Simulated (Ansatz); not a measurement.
C3H7NO, SMILES NCC=CO, a ranking of conformers

Computed with Ansatz's Python interface.

`c3h7no.py`
```python
'''Conformer energies of C3H7NO.'''

import ansatz
from rdkit import Chem
from rdkit.Chem import AllChem

rd = Chem.AddHs(Chem.MolFromSmiles('NCC=CO'))
ids = list(AllChem.EmbedMultipleConfs(rd, numConfs=20, randomSeed=873, pruneRmsThresh=0.4))
field = [energy for _, energy in AllChem.MMFFOptimizeMoleculeConfs(rd)]
distinct = {round(e, 2): i for i, e in zip(ids, field)}
chosen = sorted(distinct.items())[:3]
found = []
for force_field, index in chosen:
    geometry = ansatz.Crystal.molecule()
    for atom, xyz in zip(rd.GetAtoms(), rd.GetConformer(index).GetPositions()):
        geometry = geometry.atom(atom.GetSymbol(), xyz.round(5).tolist())
    setup = geometry.calculation()
    setup = setup.basis(gaussian='6-31G*')
    setup = setup.correlation('MP2')
    found.append(setup.run().report['free_energy_ev'])
print('conformer   MMFF (kcal/mol)   this level (eV)')
for (force_field, index), e in zip(chosen, found):
    print(f'{index:9d} {force_field - chosen[0][0]:17.2f} {(e - min(found)):17.3f}')
```

```console
$ python c3h7no.py
conformer   MMFF (kcal/mol)   this level (eV)
        1              0.00             0.030
        3              0.21             0.000
        0              1.45             0.113
```

The conformers keep their force-field geometries. It ran for 3.7 s on 1 thread of Arm Neoverse V2, on a shared host, peak memory 0.27 GiB.
